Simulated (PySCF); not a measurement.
These are PySCF with PBE0-D3(BJ)/def2-TZVP values and carry that method's errors. Isolated molecules, 0 K electronic values unless said otherwise. 

Reference species (SMILES): `C=[SiH]` (neutral, multiplicity 2).

- dipole moment = 0.63 D

Changed species: `[OH]` (radical fragment; the reference has radical fragment).

Question: Predict the effect on the dipole moment.

Answer: the dipole moment rises by 1.14 D, to 1.77 D.
